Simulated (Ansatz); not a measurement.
## How far each method lies from full CI for BH3, singlet

Geometry: a PBE0/def2-TZVP stationary point for this spin, not checked as a minimum.

```yaml
atoms:
  - { symbol: B, position_ang: [0.0000, 0.0000, 0.0000] }
  - { symbol: H, position_ang: [1.1934, 0.0146, -0.0003] }
  - { symbol: H, position_ang: [-0.6093, 1.0262, -0.0028] }
  - { symbol: H, position_ang: [-0.5841, -1.0408, 0.0031] }
```

Basis cc-pVDZ; Ansatz 0.2.0. Only valence electrons are correlated (noble-gas cores frozen), which leaves 6 electrons in 28 orbitals. Prefix R: restricted or restricted open-shell reference. Active spaces: pair = (2e, 2o) about the gap; valence = (6e, 7o) chosen from the atoms' valence shells.

Full CI is exact within this basis and frozen core; it isn't the basis-set limit.

The UHF ⟨S²⟩ is 0.000, the T1 diagnostic (RCCSD) is 0.0049 and the largest doubles amplitude (RCCSD) is 0.045.

```json
{"level": "RMP2", "E − E(RHF) (eV)": "-2.5054"}
{"level": "RCCSD", "E − E(RHF) (eV)": "-3.1598"}
{"level": "RCCSD(T)", "E − E(RHF) (eV)": "-3.2011"}
```

Estimate how far full CI in cc-pVDZ lies from RCCSD(T). The table doesn't fix it; the size of (T) and the diagnostics are the guide.

Full CI in cc-pVDZ lies 0.25 kcal/mol below RCCSD(T), which is 26 % of the (T) step (-0.95 kcal/mol). The diagnostics give no warning, yet the rest is a sizeable part of (T).

The other levels:

| level | E − E(full CI) (kcal/mol) | share of correlation (%) | wall time |
| --- | --- | --- | --- |
| CISD | 3.40 | 95.42 | 0.33 s |
| BCCD(T) | 0.25 | 99.67 | 0.15 s |
| RCCSDT | 0.03 | 99.96 | – |
| RCCSDT(Q) | 0.00 | 99.99 | 0.42 s |
| RCCSDTQ | 0.00 | 100.00 | 4.1 s |
| CASSCF (pair space) | 65.81 | 11.15 | – |
| NEVPT2 (pair space) | 16.51 | 77.71 | 0.15 s |
| MRCISD (pair space) | 2.72 | 96.33 | – |
| MRCISD+Q (pair space) | -0.44 | 100.60 | 0.24 s |
| CASSCF (valence space) | 43.85 | 40.80 | – |
| NEVPT2 (valence space) | 13.20 | 82.17 | 0.39 s |
| MRCISD (valence space) | 1.35 | 98.17 | – |
| MRCISD+Q (valence space) | -0.02 | 100.03 | 0.75 s |

The correlation energy at full CI, counted from RHF, is -3.212 eV. That run took 5.5 s on 1 thread of Intel Xeon 6975P-C, shared host over 2,701,046 determinants.

Times hold each run's SCF and search for its determinant on a shared host, so for small cases they say little of a method's own cost; they ran on 1 thread of Intel Xeon 6975P-C.

More than 5 meV below full CI, which no variational method can be: MRCISD+Q (pair space).

The full-CI state has the irrep A1 of C2v, in the program's axes (one component, if the state is degenerate).

Natural occupations of full CI about the gap: 1.963 1.957 1.957 0.019 0.019 0.018 0.016 0.009 0.009 0.006; effectively unpaired electrons, Σ n²(2−n)², 0.03.
